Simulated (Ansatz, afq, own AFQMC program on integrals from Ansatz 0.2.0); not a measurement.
**SiH3, doublet: AFQMC among the cluster methods**

```xyz
4

H    -2.3974    0.0479    0.0000
H    -1.6524    0.0479    0.0000
Si    0.1266    0.0479    0.0000
H     0.5230   -1.4316    0.0000
```

Basis cc-pVTZ. Only valence electrons are correlated. Ansatz 0.2.0 and our own AFQMC program on the same integrals; the CISD trial comes from CCSD amplitudes, and released means the phaseless constraint is let go. Uncertainties: one standard error, sampling alone.

Determinant: UHF, the one that the program's search chose, which needn't be the lowest solution. The geometry is a point of a scan.

No full CI on the walks' own integrals is used here; CCSDT(Q) serves as the reference and is uncertain by about the last step of the cluster series.

Cautions: the released energies are still falling, so no released level is given (meV from the phaseless value at times in 1/Eh: -3.8 ± 2.3 at 0.24, -4.5 ± 1.8 at 0.51, -8.5 ± 1.9 at 0.99, -10.4 ± 2.1 at 1.62, -11.7 ± 1.6 at 2.40), though the last usable value meets CCSDT(Q) within the noise.

The T1 diagnostic is 0.0293. The weight of the determinant in the CISD state is 0.892 and the ⟨S²⟩ of the determinant is 0.796. The size of the correlated space is 7 electrons in 71 orbitals.

Reference: CCSDT(Q), correlation energy -4.263 eV.

| level | E − E(reference) (kcal/mol) | share of correlation (%) |
| --- | --- | --- |
| HF | 98.32 | 0.00 |
| MP2 | 22.91 | 76.69 |
| CCSD | 3.42 | 96.53 |
| CCSD(T) | 0.71 | 99.27 |
| CCSDT | 0.09 | 99.91 |
| ph-AFQMC/HF | 0.48 ± 0.42 | 99.52 |
| ph-AFQMC/CISD | 0.26 ± 0.06 | 99.74 |

A walk keeps the symmetry of its determinant, which the program's search chose and which needn't be the lowest solution, so a lower state of the same spin and another symmetry isn't excluded.
